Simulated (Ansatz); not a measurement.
# The cluster Al2Si: one molecule under many settings

How do the results and run time of the cluster Al2Si respond when the settings are drawn wide?

Computed with Ansatz 0.2.0, Gaussian basis. Level: the settings change from run to run.

### 1 The relaxed structure

An earlier B3LYP-D4 in a triple-zeta def2 set relaxation fixed the geometry.

3 atoms, charge 0, spin multiplicity 1.

Atoms are counted from 1 here; the program's logs count them from 0.

Bond lengths: Al1–Si3 2.370 Å, Al2–Si3 2.370 Å. Angles: Al1–Si3–Al2 63.7°.

### 2 SVWN5/6-31++G**

in.yaml

```yaml
crystal:
  periodic: [false, false, false]
  atoms:
    - {symbol: Al, position_ang: [0.744853, 0.673585, -1.003272]}
    - {symbol: Al, position_ang: [-1.379306, 0.231696, 0.242727]}
    - {symbol: Si, position_ang: [0.634453, -0.905281, 0.760554]}
basis:
  gaussian: {orbitals: "6-31++G**"}
hamiltonian: {xc: {name: SVWN5}}
scf: {omitted_lower_state_checks: [starts]}
```

Command:

```bash
$ ansatz run in.yaml --threads 4 --pin off --events-out ev --progress --plain --max-ram 3916MiB
```

The program printed:

```text
Functional definition: SVWN5
  name "SVWN5"
  cite "Dirac, Proc. Camb. Phil. Soc. 26, 376 (1930) doi:10.1017/S0305004100016108"
  cite "Slater, Phys. Rev. 81, 385 (1951) doi:10.1103/PhysRev.81.385"
  cite "Vosko, Wilk & Nusair, Can. J. Phys. 58, 1200 (1980) doi:10.1139/p80-159"
  exchange = slater_x
  correlation = vwn5_c
these checks for a lower state are left out or cut short: starts
667 factors; their error is unknown
mean field evaluation 1: about -20973.0880 eV, gradient 3.6e1 eV
mean field evaluation 2: about -20935.0223 eV, gradient 7.4e1 eV
mean field evaluation 4: about -20978.4320 eV, gradient 1.7e1 eV
mean field evaluation 8: about -20979.8573 eV, gradient 1.5e-1 eV
mean field evaluation 16: about -20979.7907 eV, gradient 1.2e-4 eV
mean field -20979.79068529 eV, -770.9930870714 hartree, gradient 1.4e-5 eV, S^2 0.000000; 0 other end points of the search recorded, 0 dependent functions left out
reference -20979.79072185 eV, -770.9930884151 hartree; 20, 20 occupied and 49, 49 virtual orbitals, 667 factors
Total energy: -20979.79072185 eV, -770.9930884151 hartree
Checks for a lower state left out: starts
```

It took 0.3 s on 4 threads of Arm Neoverse V2, shared host.

### 3 CAM-B3LYP/def2-SVPD

Set apart from the defaults: charge -1, multiplicity 2, a point charge of 1.00 e beside it, D3(BJ) with three-body dispersion.

Changes to in.yaml since step 2:

```diff
@@ -7,4 +7,6 @@
 basis:
-  gaussian: {orbitals: "6-31++G**"}
-hamiltonian: {xc: {name: SVWN5}}
-scf: {omitted_lower_state_checks: [starts]}
+  gaussian: {orbitals: def2-SVPD, point_charges: [{charge: 1.00, position_ang: [5.335, 0.241, 0.272]}]}
+total_charge: -1
+magnetization: {spin_polarized: true, initial_magnetization: 1}
+hamiltonian: {xc: {name: CAM-B3LYP}, dispersion: d3bjatm}
+output: {forces: true}
```

Same command.

The program printed, cut to the lines that bear on the results:

```text
Functional definition: CAM-B3LYP
  name "CAM-B3LYP"
  cite "Yanai, Tew & Handy, Chem. Phys. Lett. 393, 51 (2004) doi:10.1016/j.cplett.2004.06.011"
  cite "Iikura, Tsuneda, Yanai & Hirao, J. Chem. Phys. 115, 3540 (2001) doi:10.1063/1.1383587"
  cite "Becke, Phys. Rev. A 38, 3098 (1988) doi:10.1103/PhysRevA.38.3098"
  cite "Lee, Yang & Parr, Phys. Rev. B 37, 785 (1988) doi:10.1103/PhysRevB.37.785"
  cite "Vosko, Wilk & Nusair, Can. J. Phys. 58, 1200 (1980) doi:10.1139/p80-159"
[...]
  # Exact exchange under (alpha + beta erf(omega r))/r, Becke's under what is left of 1/r.
[...]
654 factors; integrals over basis functions are off by at most 6.1e-4 eV
306 factors; integrals over basis functions are off by at most 3.1e-5 eV
[...]
mean field -21066.52076685 eV, -774.1803587811 hartree, gradient 9.1e-7 eV, S^2 0.876361; 6 other end points of the search recorded, 0 dependent functions left out
[...]
reference -21066.52085775 eV, -774.1803621216 hartree; 21, 20 occupied and 51, 52 virtual orbitals, 654 factors
Total energy: -21066.64984719 eV, -774.1851023959 hartree
Atom 0 at     0.744853     0.673585    -1.003272 Å, force     1.166352    -0.126423    -0.070252 eV/Å
Atom 1 at    -1.379306     0.231696     0.242727 Å, force    -0.628096    -0.231391     0.493845 eV/Å
Atom 2 at     0.634453    -0.905281     0.760554 Å, force     0.225008     0.400265    -0.347675 eV/Å
Dipole moment:    -1.034050     0.000154     0.028349 e Å
```

It took 4.1 s on 4 threads of Arm Neoverse V2, shared host.

Largest force 1.175 eV/Å, ⟨S²⟩ 0.876. The spin excess of 0.13 shows a contaminated determinant.

### 4 rPW86-PBE/6-31++G**

This run has coordinates scaled by 1.12, a point charge of -1.00 e beside it, D3(BJ) dispersion.

in.yaml

```yaml
crystal:
  periodic: [false, false, false]
  atoms:
    - {symbol: Al, position_ang: [0.834236, 0.754415, -1.123665]}
    - {symbol: Al, position_ang: [-1.544823, 0.259500, 0.271855]}
    - {symbol: Si, position_ang: [0.710588, -1.013914, 0.851821]}
basis:
  gaussian: {orbitals: "6-31++G**", point_charges: [{charge: -1.00, position_ang: [5.639, -0.446, 0.960]}]}
hamiltonian: {xc: {name: rPW86-PBE}, dispersion: d3bj}
scf: {omitted_lower_state_checks: [starts]}
output: {forces: true}
```

The command is unchanged.

The program printed, cut to the lines that bear on the results:

```text
Functional definition: rPW86-PBE
  name "rPW86-PBE"
  cite "Murray, Lee & Langreth, J. Chem. Theory Comput. 5, 2754 (2009) doi:10.1021/ct900365q"
  cite "Perdew, Burke & Ernzerhof, Phys. Rev. Lett. 77, 3865 (1996) doi:10.1103/PhysRevLett.77.3865"
  parent pbe
[...]
667 factors; their error is unknown
[...]
mean field -21090.07578589 eV, -775.0459897648 hartree, gradient 5.3e-5 eV, S^2 0.000000; 0 other end points of the search recorded, 0 dependent functions left out
[...]
reference -21090.07587878 eV, -775.0459931783 hartree; 20, 20 occupied and 49, 49 virtual orbitals, 667 factors
Total energy: -21090.19687884 eV, -775.0504398483 hartree
Atom 0 at     0.834236     0.754415    -1.123665 Å, force    -0.472462    -0.550989     0.862956 eV/Å
Atom 1 at    -1.544823     0.259500     0.271855 Å, force     1.395642    -0.377456    -0.141595 eV/Å
Atom 2 at     0.710588    -1.013914     0.851821 Å, force    -0.817264     0.908475    -0.657731 eV/Å
Dipole moment:     0.417269     0.107621    -0.087709 e Å
Checks for a lower state left out: starts
```

Run time: 1.3 s. Hardware: 4 threads of Arm Neoverse V2, shared host.

Largest force 1.453 eV/Å, dipole 2.11 D.

### 5 revPBE/def2-TZVPP

Options: charge -1, multiplicity 2, restricted open-shell orbitals, atoms shaken by 0.08 Å.

in.yaml

```yaml
crystal:
  periodic: [false, false, false]
  atoms:
    - {symbol: Al, position_ang: [0.773766, 0.532265, -1.062335]}
    - {symbol: Al, position_ang: [-1.397315, 0.251268, 0.316279]}
    - {symbol: Si, position_ang: [0.680318, -0.919209, 0.662702]}
basis:
  gaussian: {orbitals: def2-TZVPP}
total_charge: -1
magnetization: {spin_polarized: false, initial_magnetization: 1}
hamiltonian: {xc: {name: revPBE}}
```

Launched as before.

The program printed, cut to the lines that bear on the results:

```text
Functional definition: revPBE
  name "revPBE"
  cite "Zhang & Yang, Phys. Rev. Lett. 80, 890 (1998) doi:10.1103/PhysRevLett.80.890"
  cite "Perdew, Burke & Ernzerhof, Phys. Rev. Lett. 77, 3865 (1996) doi:10.1103/PhysRevLett.77.3865"
[...]
826 factors; their error is unknown
[...]
mean field -21066.81372115 eV, -774.1911246530 hartree, gradient 2.5e-5 eV, S^2 0.750000; 14 other end points of the search recorded, 0 dependent functions left out
reference -21066.81375241 eV, -774.1911258018 hartree; 21, 20 occupied and 105, 106 virtual orbitals, 826 factors
Total energy: -21066.81375241 eV, -774.1911258018 hartree
```

It took 14 s on 4 threads of Arm Neoverse V2, shared host.

### 6 All runs side by side

| level | charge | multiplicity | geometry | functions | energy (eV) | time |
| --- | --- | --- | --- | --- | --- | --- |
| SVWN5/6-31++G** | 0 | 1 | relaxed | 69 | -20979.791 | 0.3 s |
| CAM-B3LYP/def2-SVPD | -1 | 2 | relaxed, point charge | 72 | -21066.650 | 4.1 s |
| rPW86-PBE/6-31++G** | 0 | 1 | scaled, point charge | 69 | -21090.197 | 1.3 s |
| revPBE/def2-TZVPP | -1 | 2 | shaken | 126 | -21066.814 | 14 s |

### 7 Summary of results

| quantity | value |
| --- | --- |
| runs | 4 |
| quickest | SVWN5/6-31++G**, 0.3 s |
| slowest | revPBE/def2-TZVPP, 14 s |

**Reading.** The runs differ in state or geometry as well as level, so their energies can't be set against each other. Run time spans a factor of 47, from SVWN5/6-31++G** to revPBE/def2-TZVPP. The jobs differ in tasks and options as well as level.
